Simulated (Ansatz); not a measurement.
For rock-salt HfC, r²SCAN-D4 in Ansatz (PAW) gives:

* **lattice constant a**: 4.633 Å
* **bulk modulus**: 247 GPa
* **formation enthalpy**: -1.106 eV/atom

### Question
What does PBE0-D3(BJ) (PAW; Ansatz, a program for electronic structure) give for the same quantities?

### Answer

- lattice constant a: 4.608 Å (shrinks by 0.5 %)
- bulk modulus: 259 GPa (goes up by 4.9 %)
- formation enthalpy: -1.101 eV/atom (moves by +0.005 eV/atom)

For comparison: lattice constant a 4.638 Å (measured, temperature not stated, no zero-point or thermal correction; as tabulated in Zhang et al. (2018), doi:10.1088/1367-2630/aac7f0); bulk modulus 242 GPa (measured, room temperature, not corrected to a static lattice, our sources range from 242 to 286; as tabulated in Synthesis of Binary Transition Metal Nitrides, Carbides and Borides from the …); formation enthalpy -1.171 ± 0.03 eV/atom (measured, 298 K, copied from a table, unchecked, not corrected to a static lattice; as tabulated in Wang et al. (2021), doi:10.1038/s41598-021-94550-5).

Changes are worked out from the printed values.

Unless a cell is named, each level is at its own relaxed cell (r²SCAN-D4 12.43, PBE0-D3(BJ) 12.23 Å³/atom).

Levels without +SOC leave out spin–orbit coupling, which shifts energies and cells of such heavy elements.

Ansatz's density-functional and Hartree–Fock values are scalar-relativistic unless marked +SOC, with PAW data made under PBE.
